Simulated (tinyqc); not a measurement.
UHF in the sto-3g basis, for H2O+, spin multiplicity 2, step by step (part 2 of 2). This run ends on a higher stationary point, not on the lowest solution. Computed by tinyqc, a small Python program that keeps every step (integrals from PySCF). Command: `OMP_NUM_THREADS=1 python tinyqc.py 21180 21181 out.jsonl` (the two numbers bound the seeds that draw the settings). One thread of a shared host (Intel(R) Xeon(R) Processor @ 2.60GHz), about 0.2 s of CPU time with the checks.

Geometry (angstrom):
```
atom,x,y,z
O,0.0000,0.0000,0.0000
H,0.0000,1.0900,0.8490
H,0.0000,-1.0550,0.8220
```

## Iteration 25 (converged): orbitals

converged F(alpha) (hartree), lower triangle:
```
,1O 1s,1O 2s,1O 2px,1O 2py,1O 2pz,2H 1s,3H 1s
1O 1s,-20.8042
1O 2s,-5.2978,-2.8840
1O 2px,0.0000,0.0000,-0.8478
1O 2py,0.0013,0.0121,0.0000,-0.6800
1O 2pz,-0.0040,0.0149,0.0000,0.0083,-0.8356
2H 1s,-0.4573,-0.6057,0.0000,-0.3633,-0.3010,-0.6163
3H 1s,-0.5050,-0.6501,0.0000,0.3742,-0.3137,-0.1378,-0.5968
```

converged F(beta) (hartree), lower triangle:
```
,1O 1s,1O 2s,1O 2px,1O 2py,1O 2pz,2H 1s,3H 1s
1O 1s,-20.7843
1O 2s,-5.2723,-2.7240
1O 2px,0.0000,0.0000,-0.8063
1O 2py,0.0013,-0.0104,0.0000,-0.6684
1O 2pz,-0.0046,-0.1769,0.0000,0.0300,-0.1324
2H 1s,-0.4526,-0.5849,0.0000,-0.3385,-0.1744,-0.4660
3H 1s,-0.5005,-0.6334,0.0000,0.3768,-0.2071,-0.0991,-0.5244
```

X:
```
,1,2,3,4,5,6,7
1O 1s,-0.4468,-0.0652,0.6651,0.0000,-0.5923,0.0210,0.2562
1O 2s,0.8944,0.0921,-0.2619,0.0000,-0.3005,0.0212,0.4943
1O 2px,0.0000,0.0000,0.0000,1.0000,0.0000,0.0000,0.0000
1O 2py,-0.0907,0.7778,0.0087,0.0000,0.0054,0.6894,-0.0212
1O 2pz,0.3792,0.0295,0.6948,0.0000,0.6100,0.0028,0.2224
2H 1s,-0.4502,-0.7042,-0.2641,0.0000,0.2222,0.4258,0.3691
3H 1s,-0.6160,0.5994,-0.2432,0.0000,0.2057,-0.3954,0.4022
```

Diagonalise F' = X^T F X, C = X C', fill 5 alpha and 4 beta electrons from the bottom; D(s) = C_occ C_occ^T. Each column has its largest component positive (the first on a tie).

F' = X^T F X (alpha) (hartree), lower triangle:
```
,1,2,3,4,5,6,7
1,-1.7672
2,-0.2886,-0.1104
3,3.3043,0.5551,-7.6887
4,0.0000,0.0000,0.0000,-0.8478
5,-3.1574,-0.5539,7.6243,0.0000,-9.5832
6,0.1290,0.0054,-0.2971,0.0000,0.3435,-0.9137
7,1.4827,0.3031,-4.5687,0.0000,5.3186,-0.2169,-4.4482
```

orbital energies (alpha) (hartree): MO1 -20.8122, MO2 -1.6436, MO3 -0.9457, MO4 -0.9004, MO5 -0.8478, MO6 -0.1524, MO7 -0.0571

coefficients C (alpha):
```
,MO1,MO2,MO3,MO4,MO5,MO6,MO7
1O 1s,0.9947,-0.2541,0.0401,-0.0007,0.0000,0.0845,0.0205
1O 2s,0.0221,0.9761,-0.2071,0.0021,0.0000,-0.4503,-0.1151
1O 2px,0.0000,0.0000,0.0000,0.0000,1.0000,0.0000,0.0000
1O 2py,-0.0002,-0.0111,-0.0200,0.7050,0.0000,-0.1819,0.7472
1O 2pz,0.0010,-0.0061,0.8467,0.0068,0.0000,-0.5621,-0.1271
2H 1s,-0.0027,0.0860,0.2687,0.4208,0.0000,0.7980,-0.4918
3H 1s,-0.0030,0.0868,0.2734,-0.3743,0.0000,0.5271,0.8112
```

F' = X^T F X (beta) (hartree), lower triangle:
```
,1,2,3,4,5,6,7
1,-1.7243
2,-0.2909,-0.0641
3,3.2887,0.5654,-7.3297
4,0.0000,0.0000,0.0000,-0.8063
5,-3.2013,-0.5613,7.9823,0.0000,-9.1520
6,0.1034,-0.0343,-0.2918,0.0000,0.3737,-0.8698
7,1.4851,0.2826,-4.5128,0.0000,5.4208,-0.1956,-4.3094
```

orbital energies (beta) (hartree): MO1 -20.7914, MO2 -1.5143, MO3 -0.8631, MO4 -0.8063, MO5 -0.2975, MO6 -0.0115, MO7 0.0285

coefficients C (beta):
```
,MO1,MO2,MO3,MO4,MO5,MO6,MO7
1O 1s,0.9950,-0.2491,-0.0081,0.0000,0.0987,0.0053,-0.0343
1O 2s,0.0208,0.9596,0.0410,0.0000,-0.4898,-0.0254,0.2203
1O 2px,0.0000,0.0000,0.0000,1.0000,0.0000,0.0000,0.0000
1O 2py,-0.0001,0.0046,0.7362,0.0000,0.0311,0.7375,-0.0449
1O 2pz,0.0012,0.1171,-0.0379,0.0000,0.4541,0.0666,0.9074
2H 1s,-0.0027,0.0868,0.3361,0.0000,0.6032,-0.6884,-0.4207
3H 1s,-0.0029,0.1018,-0.3991,0.0000,0.5146,0.6695,-0.5250
```

D(alpha) after iteration 25, lower triangle:
```
,1O 1s,1O 2s,1O 2px,1O 2py,1O 2pz,2H 1s,3H 1s
1O 1s,1.0556
1O 2s,-0.2343,0.9961
1O 2px,0.0000,0.0000,1.0000
1O 2py,0.0014,-0.0052,0.0000,0.4976
1O 2pz,0.0365,-0.1812,0.0000,-0.0121,0.7169
2H 1s,-0.0140,0.0291,0.0000,0.2903,0.2299,0.2567
3H 1s,-0.0138,0.0273,0.0000,-0.2703,0.2284,-0.0765,0.2223
```

D(beta) after iteration 25, lower triangle:
```
,1O 1s,1O 2s,1O 2px,1O 2py,1O 2pz,2H 1s,3H 1s
1O 1s,1.0522
1O 2s,-0.2187,0.9230
1O 2px,0.0000,0.0000,1.0000
1O 2py,-0.0072,0.0346,0.0000,0.5420
1O 2pz,-0.0277,0.1108,0.0000,-0.0274,0.0151
2H 1s,-0.0270,0.0971,0.0000,0.2478,-0.0026,0.1205
3H 1s,-0.0250,0.0813,0.0000,-0.2933,0.0270,-0.1253,0.1696
```

## Convergence

Stop when the energy changes by less than 1e-10 hartree and every element of the error matrix X^T (F D S - S D F) X (for each spin) is below 3e-06.

Course of the cycle:
```
iteration,E (hartree),change,largest element of the error matrix
1,-61.968071,-,5.37e+00
2,-74.156209,-1.22e+01,2.21e-01
3,-74.429435,-2.73e-01,6.20e-02
4,-74.454813,-2.54e-02,2.79e-02
5,-74.473967,-1.92e-02,2.20e-02
6,-74.483660,-9.69e-03,2.59e-02
7,-74.488588,-4.93e-03,2.79e-02
8,-74.476202,1.24e-02,2.05e-02
9,-74.465164,1.10e-02,1.10e-02
10,-74.464816,3.48e-04,9.39e-03
11,-74.465156,-3.40e-04,6.18e-03
12,-74.465768,-6.11e-04,4.93e-03
13,-74.466657,-8.89e-04,2.92e-03
14,-74.467317,-6.60e-04,2.21e-03
15,-74.467544,-2.26e-04,1.20e-03
16,-74.467575,-3.16e-05,7.05e-04
17,-74.467580,-5.12e-06,5.88e-04
18,-74.467585,-4.98e-06,4.15e-04
19,-74.467588,-2.17e-06,1.13e-04
20,-74.467588,-4.65e-07,7.92e-05
21,-74.467588,-1.22e-07,5.81e-05
22,-74.467588,4.24e-08,3.47e-05
23,-74.467588,1.70e-08,1.97e-05
24,-74.467588,7.96e-09,3.41e-06
25,-74.467588,-9.38e-11,1.93e-06
```

PySCF UHF in the same basis, after a stability check = -74.560748 hartree

Converged in 25 iterations. But the solution lies 0.09316 hartree above the reference: it is another stationary point, not the lowest one. Reruns (cap 100 unless said): damping 0.5: not converged; level shift 0.5: not converged; atomic densities as start, DIIS 8: converged in 15.

## Populations, bond orders and dipole

overlap S, lower triangle:
```
,1O 1s,1O 2s,1O 2px,1O 2py,1O 2pz,2H 1s,3H 1s
1O 1s,1.0000
1O 2s,0.2367,1.0000
1O 2px,0.0000,0.0000,1.0000
1O 2py,0.0000,0.0000,0.0000,1.0000
1O 2pz,0.0000,0.0000,0.0000,0.0000,1.0000
2H 1s,0.0200,0.2448,0.0000,0.1862,0.1450,1.0000
3H 1s,0.0221,0.2639,0.0000,-0.1984,0.1546,0.0935,1.0000
```

Mulliken: Z minus the diagonal of D S on the atom; Loewdin: the same with S^(1/2) D S^(1/2); Mayer order: 2 sum_s sum (D(s) S)_ij (D(s) S)_ji over the two atoms.

Charges (e):
```
atom,Mulliken,Loewdin,Mulliken spin
1O,0.0737,0.1410,0.7642
2H,0.4785,0.4469,0.1660
3H,0.4478,0.4121,0.0698
```

Mayer bond orders:
```
pair,order
2-1,0.6956
3-1,0.7467
3-2,0.0479
```

dipole moment about the origin, x y z (debye): 0.0000  0.1941  3.7850

<S^2> of the determinant (pure state: 0.75) = 0.7556
